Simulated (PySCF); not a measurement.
**Which basis set comes closest?**

Molecule: SMILES N#[N+][O-], N2O.

Atom-mapped SMILES (the numbers label the heavy atoms): `[N:1]#[N+:2][O-:3]`.

Geometry PBE0-D3(BJ)/def2-SVP throughout; GIAO in PySCF 2.14.0 with density-fitted response routines, gas phase, one conformer, non-relativistic; equivalent atoms averaged; functional PBE0.

Reference values (CCSD(T)/pcSseg-4; gas (isolated, no vibration); G. L. Stoychev, PhD thesis, Univ. Bonn 2021 (Stoychev, Auer, Izsak, Neese, JCTC 2018, 14, 619)): σ(N2) = 11.7 ppm, σ(N1) = 106.2 ppm, σ(O3) = 198.8 ppm.

How do the basis sets STO-3G, 6-31G, pcSseg-0, 6-31G*, def2-SVP, cc-pVDZ, pcSseg-1, aug-cc-pVDZ, 6-311+G(2d,p), cc-pVTZ, def2-TZVP, IGLO-III, pcSseg-2, pcSseg-3 perform against the reference? Times are CPU seconds on shared hosts with different chips, so compare them loosely.

Results:


```tsv
basis set	functions	N2	N1	O3	mean abs. error N	abs. error O	core-s
STO-3G	15	150.7	155.7	204.6	94.2	5.8	0.46
6-31G	27	22.9	102.3	168.0	7.6	30.8	0.98
pcSseg-0	27	-10.2	73.4	157.9	27.3	40.9	0.79
6-31G*	42	32.4	115.4	199.0	15.0	0.2	1.2
def2-SVP	42	26.5	112.5	204.7	10.5	5.9	1.1
cc-pVDZ	42	26.0	108.9	192.7	8.5	6.1	1
pcSseg-1	51	1.0	88.7	175.9	14.1	22.9	1.4
aug-cc-pVDZ	69	26.3	110.0	199.8	9.2	1.0	1.4
6-311+G(2d,p)	81	3.2	96.7	189.5	9.0	9.3	2
cc-pVTZ	90	6.1	98.1	183.0	6.9	15.8	1.9
def2-TZVP	93	2.4	96.8	185.5	9.4	13.3	2.5
IGLO-III	105	-3.9	90.5	184.4	15.7	14.4	1.9
pcSseg-2	108	-5.3	89.3	183.5	17.0	15.3	1.8
pcSseg-3	216	-6.2	89.0	183.6	17.6	15.2	6.4
```

For $^{15}$N the closest is cc-pVTZ (6.9 ppm) and the furthest STO-3G (94.2 ppm).

For $^{17}$O the closest is 6-31G* (0.2 ppm) and the furthest pcSseg-0 (40.9 ppm). Where a smaller basis beats a larger one, errors probably cancel; the largest sets show where the functional converges. One molecule is a small sample, and the reference may use another geometry.

A small basis that lands close on one nucleus may do so by chance; judge by the trend and by all nuclei.
